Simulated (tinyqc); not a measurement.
Harmonic frequencies on the unrestricted B3LYP (VWN-RPA form)/sto-6g surface (energies and gradients from PySCF), for H2O+, spin multiplicity 2, step by step. One step of it, computed by the program tinyqc.

Problem. Normal modes. Diagonalise H_ij / sqrt(m_i m_j); the 6 smallest eigenvalues belong to translations and rotations; wavenumber = sqrt(eigenvalue / 1822.888) x 219474.63; each mode has its largest component positive (the first on a tie); zero-point energy = sum of wavenumbers / 2, with 349.755 1/cm per kcal/mol.

Hessian (symmetrised) (hartree/bohr^2), lower triangle:
```
             1Ox          1Oy          1Oz          2Hx          2Hy         2Hz          3Hx          3Hy
1Ox   0.00146386
1Oy   0.02396414   0.52673185
1Oz  -0.01021155  -0.00119277   0.35865072
2Hx  -0.00028954  -0.00646499  -0.00145547   0.00029604
2Hy  -0.00808843  -0.26708170  -0.14242313   0.00822250   0.28764643
2Hz  -0.00404256  -0.19925227  -0.17603547   0.00313447   0.17049845  0.16222913
3Hx  -0.00113525  -0.01748394   0.01167887  -0.00003619  -0.00013703  0.00091415   0.00116200
3Hy  -0.01588295  -0.25963255   0.14360201  -0.00175150  -0.02057876  0.02877260   0.01762221   0.28020772
3Hz   0.01426871   0.20043843  -0.18261841  -0.00166758  -0.02807743  0.01380531  -0.01261904  -0.17236589

            3Hz
3Hz  0.16881726
```

masses (u): 1O 15.994915, 2H 1.007825, 3H 1.007825

Give: eigenvalues of the mass-weighted Hessian; harmonic wavenumbers of the vibrations; mass-weighted modes; zero-point energy.

Solution.

eigenvalues of the mass-weighted Hessian (hartree/(bohr^2 u)): 0.0000  0.0000  0.0000  0.0000  0.0000  0.0000  0.0924  0.4109  0.4455

harmonic wavenumbers of the vibrations (1/cm): 1562.5  3295.2  3431.1

mass-weighted modes:
```
      mode 1   mode 2   mode 3
1Ox   0.0076   0.0054  -0.0124
1Oy  -0.0029  -0.0022  -0.2719
1Oz  -0.2718  -0.1948   0.0027
2Hx  -0.0339   0.0154   0.0133
2Hy  -0.4057   0.5785   0.5457
2Hz   0.5453   0.3827   0.4056
3Hx   0.0037  -0.0370   0.0362
3Hy   0.4174  -0.5696   0.5373
3Hz   0.5374   0.3934  -0.4164
```

zero-point energy = 11.8493 kcal/mol
